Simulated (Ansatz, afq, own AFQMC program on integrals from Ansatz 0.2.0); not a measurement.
Where AFQMC and coupled cluster stand for H$_{2}$O⁺, doublet

```xyz
3

O     0.0000   -0.0776    0.0185
H     0.0000    0.7317   -1.1325
H     0.0000    0.4998    0.8396
```

Basis 6-31G. Only valence electrons are correlated. Integrals, coupled cluster, full CI and functionals: Ansatz 0.2.0; the random walks run on the same integrals in our own AFQMC program. ph-AFQMC/CISD is guided by a CISD state made of CCSD amplitudes; releasing the constraint for a short imaginary time cuts its bias at the price of noise, slowly where states lie close. Uncertainties: one standard error, sampling alone.

Determinant: UHF, the one that the program's search chose, which needn't be the lowest solution. The geometry is a point of a scan.

Full CI on the same integrals is exact in this basis and with this determinant's frozen core.

```
T1 diagnostic                               : 0.0264
weight of the determinant in the CISD state : 0.939
⟨S²⟩ of the determinant                     : 0.799
size of the correlated space                : 7 electrons in 12 orbitals
```

Reference: full CI, correlation energy -3.217 eV. The released energy is read at 1.62 1/Eh, later times being too noisy (meV from the phaseless value at times in 1/Eh: -0.8 ± 2.0 at 0.24, -0.9 ± 1.2 at 0.51, -5.4 ± 1.9 at 0.99, -2.0 ± 1.3 at 1.62, -11 ± 10 at 2.40).

```
         level  E − E(reference) (kJ/mol)  share of correlation (%)
            HF                      310.4                      0.00
           MP2                       45.1                     85.47
          CCSD                        4.8                     98.45
       CCSD(T)                        1.4                     99.54
         CCSDT                        0.8                     99.74
      CCSDT(Q)                        0.0                     99.99
        CCSDTQ                        0.0                     99.99
   ph-AFQMC/HF                 -4.4 ± 2.6                    101.43
 ph-AFQMC/CISD                  0.3 ± 0.4                     99.90
released AFQMC                  0.1 ± 0.1                     99.97
```

CCSDT and higher add their correlation energy to the determinant of the CCSD(T) run, since their own runs factorise the integrals more tightly (a shift of under 2 meV). A walk keeps the symmetry of its determinant, which the program's search chose and which needn't be the lowest solution, so a lower state of the same spin and another symmetry isn't excluded. Released energies are given only where the last usable release times agree within the noise; a slower fall can still hide under it.
